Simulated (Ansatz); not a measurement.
# BH2O+ (triplet): the correlation ladder, def2-TZVPP

An exercise on one series of results from a longer session: the logs are not shown, and one member is left open.

Computed with Ansatz 0.2.0, Gaussian basis. Level: def2-TZVPP, core rule «outside noble gas», up to 2 orbitals frozen.

To be run: UHF; ROHF; CCSD(T) on UHF.

2 further runs of the same task are left out: 2 set aside as unsound or not needed.

## The geometry

The geometry is a PBE0/def2-TZVP stationary point (not a proven minimum) of the parent state, kept for this charge and spin.

4 atoms, charge 1, spin multiplicity 3.

Atoms are counted from 1 here; the program's logs count them from 0.

Bond lengths: B1–O2 1.333 Å, B1–H3 1.201 Å, O2–H4 0.961 Å. Angles: O2–B1–H3 121.0°, B1–O2–H4 114.7°.

Set-up of the first run:

in.yaml reads:

```yaml
crystal:
  periodic: [false, false, false]
  atoms:
    - {symbol: B, position_ang: [0.000000, -0.238444, 0.741561]}
    - {symbol: O, position_ang: [0.000000, 0.160716, -0.530327]}
    - {symbol: H, position_ang: [0.000000, 0.558957, 1.639208]}
    - {symbol: H, position_ang: [0.000000, -0.552553, -1.174989]}
basis:
  gaussian: {orbitals: def2-TZVPP}
total_charge: 1
magnetization: {spin_polarized: true, initial_magnetization: 2}
hamiltonian: {xc: hf}
output: {orbitals: {seedname: orbitals}}
```

On the command line:

```
> ansatz run in.yaml --threads 1 --pin off --events-out ev --progress --plain --max-ram 3968MiB --backend cpu
```

Among the steps run: UHF; ROHF; CCSD(T) on UHF.

One of the session's tables, all rows but one given; the rest of the session is left out.

```
  method  from UCCSD(T) (kJ/mol)
    ROHF                  +741.6
     UHF                  +727.4
    UMP2                       ?
   UCCSD                   +17.4
UCCSD(T)                       0
```

Estimate the missing values for UMP2.

The run gave: from UCCSD(T) (kJ/mol): +84.9. In the column «from UCCSD(T) (kJ/mol)» it lies between UCCSD (+17.4) and UHF (+727.4).
